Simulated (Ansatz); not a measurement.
The same path of AlClH₂ (4 atoms, charge 0, multiplicity 1) was run 3 times with different band settings. Lost on the way: Al1–Cl2, Al1–H3. Made: Cl2–H3.

All numbers below come from RHF/6-31G* (Ansatz 0.2.0).

Relaxed end points:

```xyz
4
Properties=species:S:1:pos:R:3
Al 0.458 0.000 0.120
Cl 0.823 0.000 2.198
H 1.704 0.000 -0.838
H -1.039 0.000 -0.356
```

```xyz
4
Properties=species:S:1:pos:R:3
Al -0.803 0.000 -1.256
Cl 1.724 0.000 1.482
H 2.808 0.000 0.826
H -1.783 0.000 0.072
```

Common settings: movable images 5; climbing image yes; optimiser quadratic models (default); start path through a guess of the saddle point; force threshold 0.05 eV/Å; iteration limit 60; end points relaxed.

| run | spring |
| --- | --- |
| 1 | 5.0 eV/Å² |
| 2 | 0.5 eV/Å² |
| 3 | 50.0 eV/Å² |

**Question.** What does each run give, and how far can it be trusted?

**Answer.** Run 1: converged after 14 iterations, highest image 4.078 eV above the first end. Neighbouring images differ by up to 1.9 eV, so the band resolves the path poorly. A vibrational analysis at the climbing image gives one clearly imaginary mode, 1527i cm⁻¹: a first-order saddle point.
Run 2: converged after 34 iterations, highest image 4.078 eV above the first end. Neighbouring images differ by up to 4.1 eV, so the band resolves the path poorly. Another band between the same ends (5 images) ends at a top of the same energy, where a vibrational analysis finds 1 clearly imaginary mode.
Run 3: converged after 17 iterations, highest image 4.078 eV above the first end. Neighbouring images differ by up to 1.9 eV, so the band resolves the path poorly. Another band between the same ends (5 images) ends at a top of the same energy, where a vibrational analysis finds 1 clearly imaginary mode.
The orbitals stay closed-shell, which can raise the energy where a bond breaks towards radicals; this wasn't checked here.
